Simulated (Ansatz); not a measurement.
For HgS (P3₂21, No. 154), PBE-D4 (PAW; Ansatz, a first-principles code) gives:

| Item | Result |
|---|---|
| equilibrium lattice constant a | 4.165 Å |
| lattice parameter c | 9.508 Å |

**Question.** What does HSE06 (PAW; Ansatz) give for the same quantities?

**Answer.** 
- lattice constant a: 4.406 Å (increases by 5.8 %)
- lattice parameter c: 9.712 Å (increases by 2.1 %)

Changes are worked out from the printed values.

Unless a cell is named, each level is at its own relaxed cell (PBE-D4 23.81, HSE06 27.22 Å³/atom).

Levels without +SOC leave out spin–orbit coupling, which shifts energies and cells of such heavy elements.

Ansatz's density-functional and Hartree–Fock values are scalar-relativistic unless marked +SOC, with PAW data made under PBE.
